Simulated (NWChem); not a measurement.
**One shape, several levels: C2H3F2O− (SMILES [O-]CC(F)F)**

Wanted: a comparison of 3 runs (HF/STO-3G, HF/3-21G, B3LYP/6-31G*) of C2H3F2O−. The job is set up through an ASE script.

The calculation is run with NWChem 7.3.0.

**1. Starting point**

C2H3F2O− has 8 atoms, charge -1, and is taken as a singlet. As SMILES, `[O-]CC(F)F`. The coordinates come from a GFN2-xTB relaxation. This is one conformer, not always the lowest.

Bond lengths: O1–C2 1.294 Å, C2–C3 1.576 Å, C3–F4 1.384 Å, C3–F5 1.370 Å, C2–H6 1.148 Å, C2–H7 1.139 Å, C3–H8 1.098 Å. Some angles: O1–C2–C3 113.3°, C2–C3–F4 113.8°, C2–C3–F5 113.7°, F4–C3–F5 103.6°, O1–C2–H6 115.4°, O1–C2–H7 116.1°, C3–C2–H6 102.0°, C3–C2–H7 104.1°, C2–C3–H8 110.8°, F4–C3–H8 107.3°.

**2. Energy and gradient at HF/STO-3G (run 1)**

run.py reads:

```python
from ase import Atoms
from ase.calculators.nwchem import NWChem

system = Atoms(['O', 'C', 'C', 'F', 'F', 'H', 'H', 'H'], positions=[
    [-1.495490, -0.014640, 1.060770],
    [-0.242400, 0.167470, 0.795540],
    [0.136470, -0.184750, -0.693220],
    [1.453820, -0.574620, -0.857800],
    [0.003110, 0.869180, -1.558340],
    [0.487650, -0.490260, 1.388670],
    [0.151330, 1.227040, 0.937930],
    [-0.494480, -0.999420, -1.073540],
])

calc = NWChem(
    label='mymol',
    theory='scf',
    memory='2200 mb',
    basis='STO-3G',
    basispar='spherical bse',
    charge=-1,
    scf={'nopen': '0', 'rhf': None, 'thresh': '1e-08', 'maxiter': '80'},
)
system.calc = calc

forces = system.get_forces()
print("Total energy (eV):", round(system.get_potential_energy(), 6))
print("forces (eV/A):")
for s, f in zip(system.symbols, forces):
    print(f"{s:2s} {f[0]:10.5f} {f[1]:10.5f} {f[2]:10.5f}")
print("dipole (e A):", system.get_dipole_moment().round(4))
```

Launch:

```bash
$ export ASE_NWCHEM_COMMAND="nwchem PREFIX.nwi > PREFIX.nwo"
$ python run.py
```

Standard output:

```text
Total energy (eV): -9421.186366
forces (eV/A):
O    -3.03298   -0.30072    0.73750
C     0.90230    0.31789    1.73585
C     1.32885   -0.29398   -1.13262
F     0.67569   -0.38129   -0.01527
F    -0.37266    0.98982   -0.65676
H     0.35018    0.48110   -0.39214
H     0.58472   -0.30714   -0.24729
H    -0.43611   -0.50563   -0.02926
dipole (e A): [ 0.7307 -0.1142 -0.5733]
```

The calculator wrote mymol.nwi:

```
title "mymol"

permanent_dir mymol

scratch_dir mymol

start mymol

geometry units angstrom nocenter noautosym noautoz
  O  -1.4954900000000000e+00 -1.4640000000000000e-02 1.0607700000000000e+00
  C  -2.4240000000000000e-01 1.6747000000000001e-01 7.9554000000000002e-01
  C  1.3647000000000001e-01 -1.8475000000000000e-01 -6.9321999999999995e-01
  F  1.4538199999999999e+00 -5.7462000000000002e-01 -8.5780000000000001e-01
  F  3.1099999999999999e-03 8.6917999999999995e-01 -1.5583400000000001e+00
  H  4.8764999999999997e-01 -4.9025999999999997e-01 1.3886700000000001e+00
  H  1.5132999999999999e-01 1.2270399999999999e+00 9.3793000000000004e-01
  H  -4.9447999999999998e-01 -9.9941999999999998e-01 -1.0735399999999999e+00
end

charge -1

memory 2200 mb

basis spherical bse noprint
   * library STO-3G
end

scf
  nopen 0
  rhf
  thresh 1e-08
  maxiter 80
end

task scf gradient
```

mymol.nwo:

```text
Northwest Computational Chemistry Package (NWChem) 7.3.0
             --------------------------------------------------------

           Job information
           ---------------

    nwchem branch   = 7.3.0
    use scalapack   = T
    input           = mymol.nwi
    prefix          = mymol.
    data base       = mymol/mymol.db
    status          = startup
    nproc           =        1

           Memory information
           ------------------

    heap     =     72089598 doubles =      550.0 Mbytes
    stack    =     72089595 doubles =      550.0 Mbytes
    global   =    144179200 doubles =     1100.0 Mbytes (distinct from heap & stack)
    total    =    288358393 doubles =     2200.0 Mbytes
    verify   = yes
    hardfail = no

[... 140 lines left out ...]
 Convergence threshold     :          1.000E-08
[... 13 lines left out ...]
       Final RHF  results
[... 3 lines left out ...]
      One-electron energy =   -854.358440201373
[... 1 line left out ...]
 Nuclear repulsion energy =    180.485489879220
[... 36 lines left out ...]
                       ROHF Final Molecular Orbital Analysis
[... 227 lines left out ...]
                         RHF ENERGY GRADIENTS

    atom               coordinates                        gradient
                 x          y          z           x          y          z
   1 O      -2.826066  -0.027666   2.004565    0.058982   0.005848  -0.014342
   2 C      -0.458070   0.316472   1.503353   -0.017547  -0.006182  -0.033757
   3 C       0.257891  -0.349127  -1.309996   -0.025842   0.005717   0.022026
[... 4 lines of this table left out ...]
   8 H      -0.934432  -1.888630  -2.028696    0.008481   0.009833   0.000569

                 ----------------------------------------
                 |  Time  |  1-e(secs)   |  2-e(secs)   |
                 ----------------------------------------
                 |  CPU   |       0.00   |       0.29   |
                 ----------------------------------------
                 |  WALL  |       0.00   |       0.29   |
                 ----------------------------------------

 Task  times  cpu:        2.2s     wall:        2.2s
 Total times  cpu:        2.2s     wall:        2.2s
```

It took 3.6 s on 1 thread of Intel Xeon Platinum 8259CL at 2.50GHz (Skylake/Cascade Lake), shared host; peak memory 0.099 GiB.

**3. Energy and forces at HF/3-21G (run 2)**

a.xyz reads:

```xyz
8

O     -1.495490    -0.014640     1.060770
C     -0.242400     0.167470     0.795540
C      0.136470    -0.184750    -0.693220
F      1.453820    -0.574620    -0.857800
F      0.003110     0.869180    -1.558340
H      0.487650    -0.490260     1.388670
H      0.151330     1.227040     0.937930
H     -0.494480    -0.999420    -1.073540
```

run.py reads:

```python
from ase.io import read
from ase.calculators.nwchem import NWChem

mol = read('a.xyz')

calc = NWChem(
    label='a',
    theory='scf',
    memory='2200 mb',
    basis='3-21G',
    basispar='spherical bse',
    charge=-1,
    scf={'nopen': '0', 'rhf': None, 'thresh': '1e-08', 'maxiter': '80'},
)
mol.calc = calc

forces = mol.get_forces()
print("Total energy (eV):", round(mol.get_potential_energy(), 6))
print("forces (eV/A):")
for s, f in zip(mol.symbols, forces):
    print(f"{s:2s} {f[0]:10.5f} {f[1]:10.5f} {f[2]:10.5f}")
print("dipole (e A):", mol.get_dipole_moment().round(4))
```

Launch:

```bash
$ export ASE_NWCHEM_COMMAND="nwchem PREFIX.nwi > PREFIX.nwo"
$ python run.py
```

Standard output:

```text
Total energy (eV): -9502.877785
forces (eV/A):
O    -2.42872   -0.31239    0.20461
C     1.96530    0.07225    0.01748
C    -0.59130   -0.96005    0.28616
F     0.76670   -0.23598    0.18661
F    -0.33738    0.96745   -0.51731
H     0.05451    0.50553   -0.52697
H     0.33491   -0.54924   -0.25881
H     0.23598    0.51247    0.60817
dipole (e A): [ 0.6897 -0.1797 -0.4977]
```

The calculator wrote a.nwi:

```
title "a"

permanent_dir a

scratch_dir a

start a

geometry units angstrom nocenter noautosym noautoz
  O  -1.4954900000000000e+00 -1.4640000000000000e-02 1.0607700000000000e+00
  C  -2.4240000000000000e-01 1.6747000000000001e-01 7.9554000000000002e-01
  C  1.3647000000000001e-01 -1.8475000000000000e-01 -6.9321999999999995e-01
  F  1.4538199999999999e+00 -5.7462000000000002e-01 -8.5780000000000001e-01
  F  3.1099999999999999e-03 8.6917999999999995e-01 -1.5583400000000001e+00
  H  4.8764999999999997e-01 -4.9025999999999997e-01 1.3886700000000001e+00
  H  1.5132999999999999e-01 1.2270399999999999e+00 9.3793000000000004e-01
  H  -4.9447999999999998e-01 -9.9941999999999998e-01 -1.0735399999999999e+00
end

charge -1

memory 2200 mb

basis spherical bse noprint
   * library 3-21G
end

scf
  nopen 0
  rhf
  thresh 1e-08
  maxiter 80
end

task scf gradient
```

a.nwo:

```text
Northwest Computational Chemistry Package (NWChem) 7.3.0
             --------------------------------------------------------

           Job information
           ---------------

    nwchem branch   = 7.3.0
    use scalapack   = T
    input           = a.nwi
    prefix          = a.
    data base       = a/a.db
    status          = startup
    nproc           =        1

           Memory information
           ------------------

    heap     =     72089598 doubles =      550.0 Mbytes
    stack    =     72089595 doubles =      550.0 Mbytes
    global   =    144179200 doubles =     1100.0 Mbytes (distinct from heap & stack)
    total    =    288358393 doubles =     2200.0 Mbytes
    verify   = yes
    hardfail = no

[... 140 lines left out ...]
 Convergence threshold     :          1.000E-08
[... 13 lines left out ...]
       Final RHF  results
[... 3 lines left out ...]
      One-electron energy =   -852.785405720717
[... 1 line left out ...]
 Nuclear repulsion energy =    180.485489879220
[... 39 lines left out ...]
                       ROHF Final Molecular Orbital Analysis
[... 247 lines left out ...]
                         RHF ENERGY GRADIENTS

    atom               coordinates                        gradient
                 x          y          z           x          y          z
   1 O      -2.826066  -0.027666   2.004565    0.047231   0.006075  -0.003979
   2 C      -0.458070   0.316472   1.503353   -0.038219  -0.001405  -0.000340
   3 C       0.257891  -0.349127  -1.309996    0.011499   0.018670  -0.005565
[... 4 lines of this table left out ...]
   8 H      -0.934432  -1.888630  -2.028696   -0.004589  -0.009966  -0.011827

                 ----------------------------------------
                 |  Time  |  1-e(secs)   |  2-e(secs)   |
                 ----------------------------------------
                 |  CPU   |       0.00   |       0.42   |
                 ----------------------------------------
                 |  WALL  |       0.00   |       0.42   |
                 ----------------------------------------

 Task  times  cpu:        2.6s     wall:        2.6s
 Total times  cpu:        2.7s     wall:        2.7s
```

Run time: 3.9 s. Hardware: 1 thread of Intel Xeon Platinum 8259CL at 2.50GHz (Skylake/Cascade Lake), shared host; peak memory 0.097 GiB.

**4. Energy and forces at B3LYP/6-31G(d) (Cartesian functions) (run 3)**

c2h3f2o.xyz reads:

```xyz
8
C2H3F2O
O     -1.495490    -0.014640     1.060770
C     -0.242400     0.167470     0.795540
C      0.136470    -0.184750    -0.693220
F      1.453820    -0.574620    -0.857800
F      0.003110     0.869180    -1.558340
H      0.487650    -0.490260     1.388670
H      0.151330     1.227040     0.937930
H     -0.494480    -0.999420    -1.073540
```

run.py reads:

```python
from ase.io import read
from ase.calculators.nwchem import NWChem

mol = read('c2h3f2o.xyz')

calc = NWChem(
    label='c2h3f2o',
    theory='dft',
    memory='2200 mb',
    basis='6-31G*',
    charge=-1,
    dft={'xc': 'b3lyp', 'mult': '1', 'grid': 'xfine', 'convergence': 'energy 1e-08', 'iterations': '100', 'mulliken': None},
)
mol.calc = calc

forces = mol.get_forces()
e = mol.get_potential_energy()
print(f"E = {e:.6f} eV")
print("forces (eV/A):")
for s, f in zip(mol.symbols, forces):
    print(f"{s:2s} {f[0]:10.5f} {f[1]:10.5f} {f[2]:10.5f}")
print("dipole (e A):", mol.get_dipole_moment().round(4))
```

Launch:

```bash
$ export ASE_NWCHEM_COMMAND="nwchem PREFIX.nwi > PREFIX.nwo"
$ python run.py
```

Standard output:

```text
E = -9602.453713 eV
forces (eV/A):
O    -1.29465   -0.06078    0.04304
C     0.37939   -0.32622   -0.27938
C    -0.11899   -0.11601    0.51119
F     0.67265   -0.25079    0.03646
F    -0.34602    0.61748   -0.34905
H     0.37991    0.07245   -0.02386
H     0.43750    0.12748   -0.08361
H    -0.10973   -0.06356    0.14527
dipole (e A): [ 0.6635 -0.1348 -0.5286]
```

The calculator wrote c2h3f2o.nwi:

```
title "c2h3f2o"

permanent_dir c2h3f2o

scratch_dir c2h3f2o

start c2h3f2o

geometry units angstrom nocenter noautosym noautoz
  O  -1.4954900000000000e+00 -1.4640000000000000e-02 1.0607700000000000e+00
  C  -2.4240000000000000e-01 1.6747000000000001e-01 7.9554000000000002e-01
  C  1.3647000000000001e-01 -1.8475000000000000e-01 -6.9321999999999995e-01
  F  1.4538199999999999e+00 -5.7462000000000002e-01 -8.5780000000000001e-01
  F  3.1099999999999999e-03 8.6917999999999995e-01 -1.5583400000000001e+00
  H  4.8764999999999997e-01 -4.9025999999999997e-01 1.3886700000000001e+00
  H  1.5132999999999999e-01 1.2270399999999999e+00 9.3793000000000004e-01
  H  -4.9447999999999998e-01 -9.9941999999999998e-01 -1.0735399999999999e+00
end

charge -1

memory 2200 mb

basis noprint
   * library 6-31G*
end

dft
  xc b3lyp
  mult 1
  grid xfine
  convergence energy 1e-08
  iterations 100
  mulliken
end

task dft gradient
```

c2h3f2o.nwo:

```text
Northwest Computational Chemistry Package (NWChem) 7.3.0
             --------------------------------------------------------

           Job information
           ---------------

    nwchem branch   = 7.3.0
    use scalapack   = T
    input           = c2h3f2o.nwi
    prefix          = c2h3f2o.
    data base       = c2h3f2o/c2h3f2o.db
    status          = startup
    nproc           =        1

           Memory information
           ------------------

    heap     =     72089598 doubles =      550.0 Mbytes
    stack    =     72089595 doubles =      550.0 Mbytes
    global   =    144179200 doubles =     1100.0 Mbytes (distinct from heap & stack)
    total    =    288358393 doubles =     2200.0 Mbytes
    verify   = yes
    hardfail = no

[... 109 lines left out ...]
  convergence criterion.
[... 41 lines left out ...]
          Spatial weights used:  Erf1
[... 85 lines left out ...]
         Total DFT energy =     -352.883668066813
[... 3 lines left out ...]
 Nuclear repulsion energy =      180.485489879220
[... 634 lines left out ...]
          Convergence on gradient requested:  5.00D-04
[... 28 lines left out ...]
          total energy or number of iterations.
[... 26 lines left out ...]
                         DFT ENERGY GRADIENTS

    atom               coordinates                        gradient
                 x          y          z           x          y          z
   1 O      -2.826066  -0.027666   2.004565    0.025177   0.001182  -0.000837
   2 C      -0.458070   0.316472   1.503353   -0.007378   0.006344   0.005433
   3 C       0.257891  -0.349127  -1.309996    0.002314   0.002256  -0.009941
[... 4 lines of this table left out ...]
   8 H      -0.934432  -1.888630  -2.028696    0.002134   0.001236  -0.002825

                 ----------------------------------------
                 |  Time  |  1-e(secs)   |  2-e(secs)   |
                 ----------------------------------------
                 |  CPU   |       0.01   |       2.46   |
                 ----------------------------------------
                 |  WALL  |       0.01   |       2.46   |
                 ----------------------------------------

 Task  times  cpu:       43.2s     wall:       43.2s
 Total times  cpu:       43.3s     wall:       43.3s
```

Wall time 45 s (1 thread of Intel Xeon Platinum 8259CL at 2.50GHz (Skylake/Cascade Lake), shared host); peak memory 0.14 GiB.

**5. All runs side by side**

| run | level | Cartesian functions | iteration cap | energy (Eh) | HOMO energy (eV) | LUMO energy (eV) | HOMO–LUMO gap (eV) | wall time |
| --- | --- | --- | --- | --- | --- | --- | --- | --- |
| 1 | HF/STO-3G | no | 80 | -346.222216 | 3.09 | 21.20 | 18.11 | 3.6 s |
| 2 | HF/3-21G | no | 80 | -349.224320 | -2.22 | 13.15 | 15.36 | 3.9 s |
| 3 | B3LYP/6-31G* (Cartesian functions) | yes | 100 | -352.883668 | 1.43 | 8.59 | 7.16 | 45 s |

**6. Results**

```
                                                    quantity          value
                                         run 3: total energy  -352.88367 Eh
                                          run 3: HOMO energy        1.43 eV
                                          run 3: LUMO energy        8.59 eV
run 3: HOMO–LUMO gap (to an unbound level, set by the basis)        7.16 eV
                             run 3: largest force on an atom     1.297 eV/Å
```

**Reading.** The HOMO–LUMO gap runs from 7.16 eV (B3LYP/6-31G*) to 18.11 eV (HF/STO-3G). The two ends differ in method and basis. The empty levels of an anion lie above zero and hang on the basis. In runs 1, 3 the HOMO lies above zero, so the outermost electron may be held by the basis alone. In run 1 the basis is minimal, so the values are rough. All runs together took 52 s, the longest 45 s.
